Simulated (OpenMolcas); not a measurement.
**PH (SMILES [PH]), step by step**

Aim: the energy (UHF/6-31G*), then a single-point energy (CASSCF(4,4)/6-31G*), then the energy (CASPT2(4,4)/6-31G*), then a single-point energy (SC-NEVPT2(4,4)/6-31G*), then a single-point energy (MRCI(4,4)/6-31G*) of PH. 

The results are computed with OpenMolcas 26.06.

## Step 1: The system as given

PH has 2 atoms, charge 0, and is taken as a triplet. SMILES: `[PH]`. The P1–H2 distance was set to 2.099 Å, away from the relaxed value.

## Step 2: The energy at UHF/6-31G(d) (spherical functions) (run 1)

Contents of step1.inp:

```
>>> EXPORT MOLCAS_PRINT=2
&GATEWAY
BasLib = $CurrDir
Coord
2
angstrom
P        0.000000       0.000000      -0.699530
H        0.000000       0.000000       1.399070
Basis = 6-31Gs
Group = NoSym
&SEWARD
&SCF
UHF
Spin = 3
Scramble = 0.25
PrOrbitals = 1 1
```

The basis set 6-31G* is read from a file made from the Basis Set Exchange's data (not shown).

Command:

```console
$ export MOLCAS_MEM=1860
$ pymolcas step1.inp > step1.log
```

What it wrote:

```text
--- Start Module: gateway ---
[...]
--- Stop Module: gateway /rc=_RC_ALL_IS_WELL_ ---
--- Start Module: seward ---
[...]
      Basis functions           20
--- Stop Module: seward /rc=_RC_ALL_IS_WELL_ ---
--- Start Module: scf ---
[...]
       Convergence after  46 Iterations
[...]
::    Total SCF energy                               -341.2023014265
[...]
      Total spin, S                                     1.1669856552
[...]
      Total electronic charge=   16.000000
      Total            charge=   -0.000000
[...]
      Dipole Moment (debye):
      Origin of the operator (angstrom)=    0.0000    0.0000   -0.6334
                   X=  3.9237E-06               Y=  9.8963E-07               Z= -9.1329E-02           Total=  9.1329E-02
      Quadrupole Moment (debye*angstrom):
[...]
--- Stop Module: scf /rc=_RC_ALL_IS_WELL_ ---
[...]
```

It took 1.9 s on 1 thread of AMD EPYC 9R45 (Zen 5), shared host; peak memory 0.37 GiB.

## Step 3: The energy at CASSCF(4,4)/6-31G(d) (spherical functions) (run 2)

Contents of step2.inp:

```
&GATEWAY
 BasLib=$CurrDir
 Coord
 2
 angstrom
 P        0.000000       0.000000      -0.699530
 H        0.000000       0.000000       1.399070
 Basis=6-31Gs
 Group=NoSym

&SEWARD

&RASSCF
 FileOrb=$CurrDir/step1.UnaOrb
 Spin=3
 Nactel=4 0 0
 Inactive=6
 Ras2=4
 OrbListing=Nothing
```

The basis set 6-31G* is read from a file made from the Basis Set Exchange's data (not shown).

Command:

```console
$ export MOLCAS_MEM=1860
$ pymolcas step2.inp > step2.log
```

What it wrote:

```text
--- Start Module: gateway ---
[...]
--- Stop Module: gateway /rc=_RC_ALL_IS_WELL_ ---
--- Start Module: seward ---
[...]
      Basis functions           20
--- Stop Module: seward /rc=_RC_ALL_IS_WELL_ ---
--- Start Module: rasscf ---
[...]
      Number of active orbitals                  4
[...]
      Spin quantum number                      1.0
[...]
      Active orbitals                            4
[...]
      Number of CSFs                            15
[...]
      Number of root(s) required                 1
[...]
      Convergence after 10 iterations
[...]
      printout of CI-coefficients larger than  0.05 for root  1
      energy=    -341.224868
      conf/sym  1111     Coeff  Weight
             1  2uu0  -0.94250 0.88830
             6  uduu   0.13211 0.01745
             9  uudu  -0.07627 0.00582
            10  uuud  -0.10786 0.01163
            15  0uu2   0.27712 0.07680
      Natural orbitals and occupation numbers for root  1
      sym 1:   1.811506   1.000000   1.000000   0.188494
      ************************************************************************************************************************
      *                                                    Final results                                                     *
[...]
::    RASSCF root number  1 Total energy:   -341.22486817
[...]
      Total electronic charge=   16.000000
      Total            charge=   -0.000000
[...]
      Dipole Moment (debye):
      Origin of the operator (angstrom)=    0.0000    0.0000   -0.6334
                   X= -1.9423E-08               Y= -4.9779E-09               Z= -2.0450E-01           Total=  2.0450E-01
      Quadrupole Moment (debye*angstrom):
[...]
--- Stop Module: rasscf /rc=_RC_ALL_IS_WELL_ ---
[...]
```

It took 1.5 s on 1 thread of AMD EPYC 9R45 (Zen 5), shared host; peak memory 0.37 GiB.

## Step 4: A single-point energy at CASPT2(4,4)/6-31G(d) (spherical functions) (run 3)

Contents of step3.input:

```
&GATEWAY
  BasLib=$CurrDir
  Coord
  2
  angstrom
  P        0.000000       0.000000      -0.699530
  H        0.000000       0.000000       1.399070
  Basis=6-31Gs
  Group=NoSym

&SEWARD

&RASSCF
  FileOrb=$CurrDir/step2.RasOrb
  Spin=3
  Nactel=4 0 0
  Inactive=6
  Ras2=4
  OrbListing=Nothing

&CASPT2
  Imaginary=0.1
  Frozen=5
```

The basis set 6-31G* is read from a file made from the Basis Set Exchange's data (not shown).

Command:

```console
$ export MOLCAS_MEM=1860
$ pymolcas step3.input > step3.log
```

What it wrote:

```text
--- Start Module: gateway ---
[...]
--- Stop Module: gateway /rc=_RC_ALL_IS_WELL_ ---
[...]
      Basis functions           20
[...]
--- Start Module: rasscf ---
[...]
      Number of active orbitals                  4
[...]
      Spin quantum number                      1.0
[...]
      Active orbitals                            4
[...]
      Number of CSFs                            15
[...]
      Number of root(s) required                 1
[...]
      Convergence after  4 iterations
[...]
      printout of CI-coefficients larger than  0.05 for root  1
      energy=    -341.224868
      conf/sym  1111     Coeff  Weight
             1  2uu0  -0.94250 0.88830
             6  uduu   0.13211 0.01745
             9  uudu  -0.07627 0.00582
            10  uuud  -0.10786 0.01163
            15  0uu2   0.27712 0.07680
      Natural orbitals and occupation numbers for root  1
      sym 1:   1.811506   1.000000   1.000000   0.188494
      ************************************************************************************************************************
      *                                                    Final results                                                     *
[...]
::    RASSCF root number  1 Total energy:   -341.22486817
[...]
      Total electronic charge=   16.000000
      Total            charge=   -0.000000
[...]
      Dipole Moment (debye):
      Origin of the operator (angstrom)=    0.0000    0.0000   -0.6334
                   X= -7.8059E-09               Y= -2.0009E-09               Z= -2.0449E-01           Total=  2.0449E-01
      Quadrupole Moment (debye*angstrom):
[...]
--- Stop Module: rasscf /rc=_RC_ALL_IS_WELL_ ---
--- Start Module: caspt2 ---
[...]
 ###    WARNING: User changed nr of frozen orbitals.                         ###
 ###############################################################################
[...]
      E2 (Variational):          -0.0590714683
      Total energy:            -341.2839396381
[...]
      Reference weight:           0.97173
[...]
::    CASPT2 Root  1     Total energy:   -341.28393964
[...]
--- Stop Module: caspt2 /rc=_RC_ALL_IS_WELL_ ---
[...]
```

It took 1.5 s on 1 thread of AMD EPYC 9R45 (Zen 5), shared host; peak memory 0.37 GiB.

## Step 5: The energy at SC-NEVPT2(4,4)/6-31G(d) (spherical functions) (run 4)

Contents of step4.inp:

```
&GATEWAY
  BasLib=$CurrDir
  Coord
  2
  angstrom
  P        0.000000       0.000000      -0.699530
  H        0.000000       0.000000       1.399070
  Basis=6-31Gs
  Group=NoSym

&SEWARD

&RASSCF
  FileOrb=$CurrDir/step2.RasOrb
  Spin=3
  Nactel=4 0 0
  Inactive=6
  Ras2=4
  OrbListing=Nothing

&CASPT2
  SC-NEVPT2
  Frozen=5
```

The basis set 6-31G* is read from a file made from the Basis Set Exchange's data (not shown).

Command:

```console
$ export MOLCAS_MEM=1860
$ pymolcas step4.inp > step4.log
```

What it wrote:

```text
--- Start Module: gateway ---
[...]
--- Stop Module: gateway /rc=_RC_ALL_IS_WELL_ ---
[...]
      Basis functions           20
[...]
--- Start Module: rasscf ---
[...]
      Number of active orbitals                  4
[...]
      Spin quantum number                      1.0
[...]
      Active orbitals                            4
[...]
      Number of CSFs                            15
[...]
      Number of root(s) required                 1
[...]
      Convergence after  4 iterations
[...]
      printout of CI-coefficients larger than  0.05 for root  1
      energy=    -341.224868
      conf/sym  1111     Coeff  Weight
             1  2uu0  -0.94250 0.88830
             6  uduu   0.13211 0.01745
             9  uudu  -0.07627 0.00582
            10  uuud  -0.10786 0.01163
            15  0uu2   0.27712 0.07680
      Natural orbitals and occupation numbers for root  1
      sym 1:   1.811506   1.000000   1.000000   0.188494
      ************************************************************************************************************************
      *                                                    Final results                                                     *
[...]
::    RASSCF root number  1 Total energy:   -341.22486817
[...]
      Total electronic charge=   16.000000
      Total            charge=   -0.000000
[...]
      Dipole Moment (debye):
      Origin of the operator (angstrom)=    0.0000    0.0000   -0.6334
                   X= -7.8059E-09               Y= -2.0009E-09               Z= -2.0449E-01           Total=  2.0449E-01
      Quadrupole Moment (debye*angstrom):
[...]
--- Stop Module: rasscf /rc=_RC_ALL_IS_WELL_ ---
--- Start Module: caspt2 ---
[...]
 ###    WARNING: User changed nr of frozen orbitals.                         ###
 ###############################################################################
[...]
      E2 (Variational):          -0.0597699842
[...]
      E2 (Variational):          -0.0597081918
      Total energy:            -341.2845763616
[...]
      Reference weight:           0.97074
[...]
::    SC-NEVPT2 Root  1     Total energy:   -341.28457636
[...]
--- Stop Module: caspt2 /rc=_RC_ALL_IS_WELL_ ---
[...]
```

It took 1.4 s on 1 thread of AMD EPYC 9R45 (Zen 5), shared host; peak memory 0.37 GiB.

## Step 6: The energy at MRCI(4,4)/6-31G(d) (spherical functions) (run 5)

Contents of step5.input:

```
&gateway
  baslib=$CurrDir
  coord
  2
  angstrom
  P        0.000000       0.000000      -0.699530
  H        0.000000       0.000000       1.399070
  basis=6-31Gs
  group=NoSym

&seward

&rasscf
  fileorb=$CurrDir/step2.RasOrb
  spin=3
  nactel=4 0 0
  inactive=6
  ras2=4
  orblisting=Nothing

&motra
  lumorb
  frozen=5

&guga
  electrons=6
  spin=3
  inactive=1
  active=4
  ciall=1

&mrci
  sdci
```

The basis set 6-31G* is read from a file made from the Basis Set Exchange's data (not shown).

Command:

```console
$ export MOLCAS_MEM=1860
$ pymolcas step5.input > step5.log
```

What it wrote:

```text
--- Start Module: gateway ---
[...]
--- Stop Module: gateway /rc=_RC_ALL_IS_WELL_ ---
[...]
      Basis functions           20
[...]
      Number of active orbitals                  4
[...]
      Spin quantum number                      1.0
[...]
      Active orbitals                            4
[...]
      Number of CSFs                            15
[...]
      Number of root(s) required                 1
[...]
      Convergence after  4 iterations
[...]
      printout of CI-coefficients larger than  0.05 for root  1
      energy=    -341.224868
      conf/sym  1111     Coeff  Weight
             1  2uu0  -0.94250 0.88830
             6  uduu   0.13211 0.01745
             9  uudu  -0.07627 0.00582
            10  uuud  -0.10786 0.01163
            15  0uu2   0.27712 0.07680
      Natural orbitals and occupation numbers for root  1
      sym 1:   1.811506   1.000000   1.000000   0.188494
      ************************************************************************************************************************
      *                                                    Final results                                                     *
[...]
::    RASSCF root number  1 Total energy:   -341.22486817
[...]
      Dipole Moment (debye):
      Origin of the operator (angstrom)=    0.0000    0.0000   -0.6334
                   X= -7.8059E-09               Y= -2.0009E-09               Z= -2.0449E-01           Total=  2.0449E-01
      Quadrupole Moment (debye*angstrom):
[...]
      *** WARNING: Default frozen orbitals is overwritten by user input.
      *** Default values:   5
[...]
--- Start Module: guga ---
[...]
--- Stop Module: guga /rc=_RC_ALL_IS_WELL_ ---
--- Start Module: mrci ---
[...]
       (But an ACPF correction will be computed)
       USE THE DEFAULT ACPF G-VALUE GFAC=  0.33333333333333331
[...]
                      CI ENERGY:  -341.29917883
[...]
                ACPF CORRECTION:    -0.00231195
[...]
      Total electronic charge=   16.000000
      Total            charge=   -0.000000
[...]
     ACPF CORRECTION:     -0.00231195
[...]
  CI State   1     Total energy:   -341.29917883     QDav:     -0.00352272     QACPF:     -0.00231195
[...]
--- Stop Module: mrci /rc=_RC_ALL_IS_WELL_ ---
[...]
```

Wall time 1.6 s (1 thread of AMD EPYC 9R45 (Zen 5), shared host); peak memory 0.37 GiB.

## Step 7: Outcome

| quantity | value |
| --- | --- |
| run 1, UHF/6-31G*: total energy | -341.20230 Eh |
| run 1, UHF/6-31G*: dipole moment | 0.09 D |
| run 1, UHF/6-31G*: HOMO energy (highest over α and β) | -10.76 eV |
| run 1, UHF/6-31G*: LUMO energy (lowest over α and β) | 1.32 eV |
| run 1, UHF/6-31G*: ⟨S²⟩ | 2.529 |
| run 2, CASSCF(4,4)/6-31G*: total energy | -341.22487 Eh |
| run 2, CASSCF(4,4)/6-31G*: dipole moment (CASSCF density) | 0.20 D |
| run 3, CASPT2(4,4)/6-31G*: total energy | -341.28394 Eh |
| run 3, CASPT2(4,4)/6-31G*: dipole moment (CASSCF density) | 0.20 D |
| run 4, SC-NEVPT2(4,4)/6-31G*: total energy | -341.28458 Eh |
| run 4, SC-NEVPT2(4,4)/6-31G*: dipole moment (CASSCF density) | 0.20 D |
| run 5, MRCI(4,4)/6-31G*: total energy | -341.29918 Eh |
| run 5, MRCI(4,4)/6-31G*: dipole moment (CASSCF density) | 0.20 D |

In words: ⟨S²⟩ (run 1, UHF/6-31G*) is 2.53 where a pure triplet has 2.00: the reference is spin-contaminated.
